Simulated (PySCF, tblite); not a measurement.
# H₃NO: protonation, part 2 of 3

tblite 0.8.0 and PySCF 2.14.0. Atoms count from 0.

## 11. Single point (H₄NO+, [NH3+]O): PBE0-D3(BJ)/def2-TZVP

Geometry: PBE0-D3(BJ)/def2-SVP.

The job: settings as JSON, then the geometry in Å.

```
{"job": {"kind": "sp", "xc": "PBE0", "basis": "def2-TZVP", "d3": "d3bj", "grid": 2}, "charge": 1, "multiplicity": 1}
N      0.335824    -0.283936     0.271524
O     -0.786994     0.279631    -0.279971
H      1.211664     0.002306    -0.202679
H      0.232385    -1.303678     0.139129
H     -0.724348     1.246019    -0.171091
H      0.423181    -0.111423     1.289517
```

Log:

```text
coarse grid: 4632 points
cycle   1  E = -131.8955577420  dE =  5.339e-01  |g| = 5.927e-01  |ddm| = 1.489e+00
cycle   2  E = -131.8298177699  dE =  6.574e-02  |g| = 8.768e-01  |ddm| = 7.135e-01
cycle   3  E = -131.9634313964  dE = -1.336e-01  |g| = 4.475e-02  |ddm| = 4.124e-01
cycle   4  E = -131.9637166366  dE = -2.852e-04  |g| = 1.190e-02  |ddm| = 2.312e-02
cycle   5  E = -131.9637353566  dE = -1.872e-05  |g| = 4.737e-03  |ddm| = 6.591e-03
cycle   6  E = -131.9637393928  dE = -4.036e-06  |g| = 7.127e-04  |ddm| = 2.534e-03
final grid: 43688 points
cycle   7  E = -131.9569827813  dE = -2.676e-05  |g| = 6.631e-03  |ddm| = 1.330e-02
cycle   8  E = -131.9569747946  dE =  7.987e-06  |g| = 9.481e-03  |ddm| = 6.116e-03
cycle   9  E = -131.9569903372  dE = -1.554e-05  |g| = 6.076e-04  |ddm| = 3.864e-03
cycle  10  E = -131.9569903935  dE = -5.634e-08  |g| = 1.866e-04  |ddm| = 3.726e-04
cycle  11  E = -131.9569903995  dE = -6.040e-09  |g| = 2.803e-05  |ddm| = 9.805e-05
converged SCF energy = -131.9569903995
```

Run time: 0.87 s. Hardware: 1 thread of Intel Xeon Platinum 8488C, shared host.

## 12. Optimising the geometry with GFN2-xTB

This step treats H₄NO+, `N[OH2+]`.

The job: settings as JSON, then the geometry in Å.

```
{"job": {"kind": "relax", "xc": "GFN2-xTB", "basis": "xTB"}, "charge": 1, "multiplicity": 1}
N      0.436600    -0.258300     0.111300
O     -0.766400     0.496900    -0.149200
H      1.105700     0.065300    -0.582700
H      0.190100    -1.193800    -0.183900
H     -0.932100     0.900700     0.735800
H     -1.232700     0.445000    -1.007400
```

Log:

```text
step      E/eV     max force
  0    -229.57805    1.161
  1    -229.63252    0.838
  2    -229.72582    0.877
  3    -229.76584    0.684
  4    -229.78375    0.580
  5    -229.81068    0.705
  6    -229.84016    0.920
  7    -229.87270    0.694
  8    -229.90937    0.490
  9    -229.91626    0.304
 10    -229.92853    0.267
 11    -229.93516    0.263
 12    -229.93818    0.150
 13    -229.93941    0.092
 14    -229.94007    0.117
 15    -229.94048    0.078
 16    -229.94061    0.028
 17    -229.94067    0.031
 18    -229.94071    0.027
 19    -229.94076    0.028
 20    -229.94080    0.018
 21    -229.94083    0.021
 22    -229.94085    0.018
 23    -229.94087    0.014
 24    -229.94089    0.018
 25    -229.94093    0.032
 26    -229.94101    0.048
 27    -229.94114    0.055
 28    -229.94131    0.041
 29    -229.94150    0.048
 30    -229.94177    0.052
 31    -229.94268    0.151
 32    -229.89149    1.221
 33    -229.94378    0.098
 34    -229.94438    0.060
 35    -229.93916    0.717
 36    -229.94625    0.037
 37    -229.94838    0.060
 38    -229.93998    0.279
 39    -229.95441    0.390
 40    -229.95570    0.490
 41    -229.95225    0.912
 42    -229.96758    0.291
 43    -229.97155    0.789
 44    -229.98263    0.423
 45    -229.99375    0.282
 46    -229.97676    0.956
 47    -230.00638    0.130
 48    -230.01138    0.124
 49    -229.99603    0.868
 50    -230.01577    0.158
 51    -230.01732    0.127
 52    -230.01775    0.279
 53    -230.02003    0.101
 54    -230.02069    0.063
 55    -230.02147    0.067
 56    -230.02151    0.035
 57    -230.02155    0.011
 58    -230.02156    0.007
```

Run time: 0.14 s. Hardware: 1 thread of Intel Xeon Platinum 8488C, shared host.

Along the way: (not every step is listed) (the energy doesn't fall at every step)

```csv
step,energy from step 0 (eV),largest force (eV/Å)
0,0.0000,1.1607
1,-0.0545,0.8376
2,-0.1478,0.8774
3,-0.1878,0.6839
4,-0.2057,0.5804
5,-0.2326,0.7045
6,-0.2621,0.9196
7,-0.2947,0.6943
8,-0.3313,0.4904
12,-0.3601,0.1499
16,-0.3626,0.0284
20,-0.3628,0.0185
24,-0.3628,0.0179
28,-0.3633,0.0414
32,-0.3134,1.2214
36,-0.3682,0.0372
40,-0.3777,0.4901
44,-0.4046,0.4233
48,-0.4333,0.1240
52,-0.4397,0.2788
53,-0.4420,0.1013
54,-0.4426,0.0631
55,-0.4434,0.0675
56,-0.4435,0.0353
57,-0.4435,0.0110
58,-0.4435,0.0073
```

Close pairs (by a distance rule), those that changed most:

```csv
bond,before (Å),after (Å),change (Å)
N0–O1,1.444,1.471,+0.027
O1–H5,0.978,0.995,+0.017
N0–H3,1.011,1.022,+0.010
O1–H4,0.987,0.995,+0.008
N0–H2,1.017,1.022,+0.005
```

The next job starts from the end point, and lists it.

## 13. Harmonic vibrations with GFN2-xTB

The job: settings as JSON, then the geometry in Å.

```
{"job": {"kind": "ir", "xc": "GFN2-xTB", "basis": "xTB"}, "charge": 1, "multiplicity": 1}
N      0.290941    -0.426548     0.013761
O     -0.702881     0.587118    -0.373216
H      1.198122     0.042628     0.051757
H      0.322204    -1.116347    -0.739396
H     -0.726771     1.249886     0.368259
H     -1.580421     0.118980    -0.397305
```

Log:

```text
mode    cm-1     km/mol
  1     297.6    199.17
  2     919.7     36.33
  3     922.1     20.79
  4     994.2    536.01
  5    1108.8      5.41
  6    1229.7      2.09
  7    1334.9    263.19
  8    1454.7     30.89
  9    3051.7    280.94
 10    3084.1    157.69
 11    3302.8     34.18
 12    3333.4     56.65
ZPE 125.810  H(298)-E 137.341  G(298)-E 65.637 kJ/mol  S 240.50 J/(mol K)
```

Wall time 0.09 s (1 thread of Intel Xeon Platinum 8488C, shared host).

Which atoms move in the most intense modes:

| cm⁻¹ | km/mol | atoms |
| --- | --- | --- |
| 298 | 199.2 | H4 25 %, H5 25 %, H3 24 %, H2 24 % |
| 920 | 36.3 | N0 51 %, O1 34 % |
| 994 | 536.0 | H5 23 %, H4 22 %, O1 18 %, H2 18 % |
| 1335 | 263.2 | H5 44 %, H4 44 % |
| 3052 | 280.9 | H5 48 %, H4 44 % |
| 3084 | 157.7 | H4 50 %, H5 47 % |
| 3303 | 34.2 | H2 53 %, H3 43 % |
| 3333 | 56.6 | H3 50 %, H2 41 % |

## 14. Optimising the geometry at PBE0-D3(BJ)/def2-SVP

This step treats H4NO+, `N[OH2+]`.

The job, as its differences from that of step 13:

```diff
@@ -1,2 +1,2 @@
-{"job": {"kind": "ir", "xc": "GFN2-xTB", "basis": "xTB"}, "charge": 1, "multiplicity": 1}
+{"job": {"xc": "PBE0", "basis": "def2-SVP", "d3": "d3bj", "grid": 1, "kind": "geom"}, "charge": 1, "multiplicity": 1}
 N      0.290941    -0.426548     0.013761
```

Log:

```text
step   0  E = -131.75017273  max force = 0.018997
step   1  E = -131.74905136  max force = 0.011076
step   2  E = -131.75222308  max force = 0.004553
step   3  E = -131.75283119  max force = 0.002760
step   4  E = -131.75294539  max force = 0.000988
step   5  E = -131.75295140  max force = 0.000509
step   6  E = -131.75295260  max force = 0.000128
optimisation converged
```

Wall time 3.2 s (1 thread of Intel Xeon Platinum 8488C, shared host).

Step by step: (the energy doesn't fall at every step)

| step | energy from step 0 (eV) | largest force component (eV/Å) |
| --- | --- | --- |
| 0 | 0.0000 | 0.9769 |
| 1 | 0.0305 | 0.5696 |
| 2 | -0.0558 | 0.2341 |
| 3 | -0.0723 | 0.1419 |
| 4 | -0.0754 | 0.0508 |
| 5 | -0.0756 | 0.0262 |
| 6 | -0.0756 | 0.0066 |

Close pairs (by a distance rule), those that changed most:

```
 bond  before (Å)  after (Å)  change (Å)
N0–O1       1.471      1.483      +0.011
O1–H5       0.995      0.984      -0.011
O1–H4       0.995      0.984      -0.011
N0–H3       1.022      1.029      +0.008
N0–H2       1.022      1.030      +0.007
```

The next job starts from the end point, and lists it.

| at the end point | value |
| --- | --- |
| point group (found at 0.08 Å tolerance) | Cs |
| rotational constants (GHz, main isotopes) | 141.3, 23.382, 21.780 |

## 15. Harmonic vibrations (H₄NO+, N[OH2+]): PBE0-D3(BJ)/def2-SVP

The job: settings as JSON, then the geometry in Å.

```
{"job": {"xc": "PBE0", "basis": "def2-SVP", "d3": "d3bj", "grid": 2, "kind": "hessian"}, "charge": 1, "multiplicity": 1}
N      0.236033     0.256154     0.436440
O     -0.636566    -0.110236    -0.705133
H      0.195416     1.283948     0.393257
H      1.164998     0.017561     0.062420
H     -1.563461     0.096097    -0.446820
H     -0.595390    -1.087139    -0.815821
```

Log:

```text
coarse grid: 4632 points
cycle   1  E = -131.7183364988  dE =  4.232e-01  |g| = 2.903e-01  |ddm| = 2.126e+00
cycle   2  E = -131.7333609542  dE = -1.502e-02  |g| = 1.453e-01  |ddm| = 3.583e-01
cycle   3  E = -131.7358376541  dE = -2.477e-03  |g| = 8.116e-02  |ddm| = 1.162e-01
cycle   4  E = -131.7370839397  dE = -1.246e-03  |g| = 9.935e-03  |ddm| = 5.439e-02
cycle   5  E = -131.7371016702  dE = -1.773e-05  |g| = 2.836e-03  |ddm| = 8.457e-03
cycle   6  E = -131.7371031763  dE = -1.506e-06  |g| = 6.845e-04  |ddm| = 2.279e-03
final grid: 43688 points
cycle   7  E = -131.7529607230  dE = -1.069e-05  |g| = 5.390e-03  |ddm| = 1.034e-02
cycle   8  E = -131.7529534699  dE =  7.253e-06  |g| = 8.200e-03  |ddm| = 8.754e-03
cycle   9  E = -131.7529666047  dE = -1.313e-05  |g| = 4.966e-04  |ddm| = 5.106e-03
cycle  10  E = -131.7529666506  dE = -4.598e-08  |g| = 9.361e-05  |ddm| = 3.792e-04
cycle  11  E = -131.7529666523  dE = -1.698e-09  |g| = 1.086e-05  |ddm| = 6.721e-05
cycle  12  E = -131.7529666524  dE = -3.109e-11  |g| = 2.131e-06  |ddm| = 1.258e-05
converged SCF energy = -131.7529666524

mode    cm-1
  1     114.5
  2     830.6
  3     933.8
  4    1062.7
  5    1233.2
  6    1463.4
  7    1612.0
  8    1699.8
  9    3444.0
 10    3535.9
 11    3614.1
 12    3672.6
ZPE 138.867  H(298)-E 151.091  G(298)-E 77.453 kJ/mol  S 246.98 J/(mol K)
```

Run time: 11 s. Hardware: 1 thread of Intel Xeon Platinum 8488C, shared host; peak memory 0.67 GiB.

Zero-point energy 138.87 kJ/mol (xTB gave 125.81).

## 16. Single point (H4NO+, N[OH2+]): PBE0-D3(BJ)/def2-TZVP

Geometry: PBE0-D3(BJ)/def2-SVP.

The job: settings as JSON, then the geometry in Å.

```
{"job": {"kind": "sp", "xc": "PBE0", "basis": "def2-TZVP", "d3": "d3bj", "grid": 2}, "charge": 1, "multiplicity": 1}
N      0.236033     0.256154     0.436440
O     -0.636566    -0.110236    -0.705133
H      0.195416     1.283948     0.393257
H      1.164998     0.017561     0.062420
H     -1.563461     0.096097    -0.446820
H     -0.595390    -1.087139    -0.815821
```

Log:

```text
coarse grid: 4632 points
cycle   1  E = -131.8974245889  dE =  4.290e-01  |g| = 3.113e-01  |ddm| = 1.491e+00
cycle   2  E = -131.9129163056  dE = -1.549e-02  |g| = 1.715e-01  |ddm| = 2.662e-01
cycle   3  E = -131.9160754067  dE = -3.159e-03  |g| = 9.061e-02  |ddm| = 9.319e-02
cycle   4  E = -131.9174981710  dE = -1.423e-03  |g| = 1.327e-02  |ddm| = 4.282e-02
cycle   5  E = -131.9175288982  dE = -3.073e-05  |g| = 2.682e-03  |ddm| = 7.212e-03
cycle   6  E = -131.9175301260  dE = -1.228e-06  |g| = 9.711e-04  |ddm| = 1.798e-03
final grid: 43688 points
cycle   7  E = -131.9104751933  dE = -2.903e-05  |g| = 5.484e-03  |ddm| = 1.165e-02
cycle   8  E = -131.9104685609  dE =  6.632e-06  |g| = 8.149e-03  |ddm| = 6.014e-03
cycle   9  E = -131.9104805925  dE = -1.203e-05  |g| = 6.813e-04  |ddm| = 3.593e-03
cycle  10  E = -131.9104806618  dE = -6.926e-08  |g| = 2.084e-04  |ddm| = 3.642e-04
cycle  11  E = -131.9104806698  dE = -7.985e-09  |g| = 2.162e-05  |ddm| = 1.139e-04
converged SCF energy = -131.9104806698
```

It took 0.87 s on 1 thread of Intel Xeon Platinum 8488C, shared host.

## 17. Protonation: PBE0-D3(BJ)/def2-TZVP

This step combines the energies above: geometries from PBE0-D3(BJ)/def2-SVP, zero-point and thermal terms from PBE0-D3(BJ)/def2-SVP.

The job: settings as JSON, then the geometry in Å.

```
{"job": {"kind": "pa", "geom": {"xc": "PBE0", "basis": "def2-SVP", "d3": "d3bj", "grid": 1}, "hess": 1, "level": {"xc": "PBE0", "basis": "def2-TZVP", "d3": "d3bj"}}, "charge": 0, "multiplicity": 1}
N      0.420350    -0.252160     0.116593
O     -0.755648     0.488198    -0.126233
H      1.088257     0.072878    -0.585842
H      0.192548    -1.208464    -0.163257
H     -0.928826     0.904532     0.724419
```

Output (the driver's rows laid out field by field):

```text
protonation site by site, PBE0-D3(BJ)/def2-TZVP // PBE0-D3(BJ)/def2-SVP

row 1
  formula                 H4NO
  charge                  1
  multiplicity            1
  smiles                  [NH3+]O
  kept                    yes
  pieces                  1
  point_group             Cs
  atom                    0
  element                 N
  electronic              857.15
  enthalpy                825.97
  free_energy             794.49
  share_gas               1.0

row 2
  formula                 H4NO
  charge                  1
  multiplicity            1
  smiles                  N[OH2+]
  kept                    yes
  pieces                  1
  point_group             Cs
  atom                    1
  element                 O
  electronic              735.04
  enthalpy                708.09
  free_energy             679.46
  share_gas               7.041e-21
```

Run time: 42 s. Hardware: 1 thread of Intel Xeon Platinum 8488C, shared host.

Energy given off on adding a proton (kJ/mol, gas phase, 298 K for the thermal columns):

```
site  product  electronic  enthalpy  free energy
  N0  [NH3+]O       857.1     826.0        794.5
  O1  N[OH2+]       735.0     708.1        679.5
```

## 18. Single point (H3NO): wavefunction

Geometry: PBE0-D3(BJ)/def2-SVP.

The job: settings as JSON, then the geometry in Å.

```
{"job": {"kind": "sp", "xc": "CCSD(T)", "basis": "ma-def2-TZVP", "grid": 2}, "charge": 0, "multiplicity": 1}
N      0.420350    -0.252160     0.116593
O     -0.755648     0.488198    -0.126233
H      1.088257     0.072878    -0.585842
H      0.192548    -1.208464    -0.163257
H     -0.928826     0.904532     0.724419
```

With the program's defaults for keys left out, this is: wavefunction single point, frozen core, gas phase.

Log:

```text
final grid: 38320 points
cycle   1  E = -131.0076352496  dE =  1.498e-02  |g| = 4.348e-01  |ddm| = 1.436e+00
cycle   2  E = -131.0366727839  dE = -2.904e-02  |g| = 2.373e-01  |ddm| = 3.242e-01
cycle   3  E = -131.0457018456  dE = -9.029e-03  |g| = 4.637e-02  |ddm| = 1.151e-01
cycle   4  E = -131.0462558811  dE = -5.540e-04  |g| = 9.691e-03  |ddm| = 3.807e-02
cycle   5  E = -131.0463151923  dE = -5.931e-05  |g| = 3.103e-03  |ddm| = 1.599e-02
cycle   6  E = -131.0463216592  dE = -6.467e-06  |g| = 1.262e-03  |ddm| = 5.154e-03
cycle   7  E = -131.0463226964  dE = -1.037e-06  |g| = 3.285e-04  |ddm| = 2.398e-03
cycle   8  E = -131.0463227758  dE = -7.940e-08  |g| = 7.969e-05  |ddm| = 7.336e-04
cycle   9  E = -131.0463227810  dE = -5.180e-09  |g| = 2.619e-05  |ddm| = 1.830e-04
converged SCF energy = -131.0463227810
E(HF, exact integrals) = -131.0463549331
E(MP2) = -131.5024760693
E(CCSD) = -131.5165035806
E(CCSD(T)) = -131.5326163548
T1 diagnostic = 0.0100
```

It took 8.2 s on 1 thread of Intel Xeon Platinum 8488C, shared host; peak memory 0.57 GiB.

## 19. Single point (H₄NO+, [NH3+]O): wavefunction

Geometry: PBE0-D3(BJ)/def2-SVP.

The job: settings as JSON, then the geometry in Å.

```
{"job": {"kind": "sp", "xc": "CCSD(T)", "basis": "ma-def2-TZVP", "grid": 2}, "charge": 1, "multiplicity": 1}
N      0.335824    -0.283936     0.271524
O     -0.786994     0.279631    -0.279971
H      1.211664     0.002306    -0.202679
H      0.232385    -1.303678     0.139129
H     -0.724348     1.246019    -0.171091
H      0.423181    -0.111423     1.289517
```

Level: wavefunction single point, frozen core, gas phase.

Log:

```text
final grid: 43688 points
cycle   1  E = -131.2696658319  dE =  5.659e-01  |g| = 6.717e-01  |ddm| = 1.451e+00
cycle   2  E = -131.3473651107  dE = -7.770e-02  |g| = 4.115e-01  |ddm| = 5.049e-01
cycle   3  E = -131.3748682138  dE = -2.750e-02  |g| = 4.578e-02  |ddm| = 1.663e-01
cycle   4  E = -131.3754526858  dE = -5.845e-04  |g| = 1.709e-02  |ddm| = 4.198e-02
cycle   5  E = -131.3755259359  dE = -7.325e-05  |g| = 5.249e-03  |ddm| = 1.114e-02
cycle   6  E = -131.3755387940  dE = -1.286e-05  |g| = 1.587e-03  |ddm| = 5.428e-03
cycle   7  E = -131.3755402571  dE = -1.463e-06  |g| = 3.497e-04  |ddm| = 2.105e-03
cycle   8  E = -131.3755403239  dE = -6.682e-08  |g| = 6.387e-05  |ddm| = 4.609e-04
cycle   9  E = -131.3755403267  dE = -2.796e-09  |g| = 1.886e-05  |ddm| = 1.062e-04
converged SCF energy = -131.3755403267
E(HF, exact integrals) = -131.3755604128
E(MP2) = -131.8225514003
E(CCSD) = -131.8401476505
E(CCSD(T)) = -131.8549805176
T1 diagnostic = 0.0083
```

Run time: 12 s. Hardware: 1 thread of Intel Xeon Platinum 8488C, shared host; peak memory 0.62 GiB.

(Continued in part 3 of 3.)
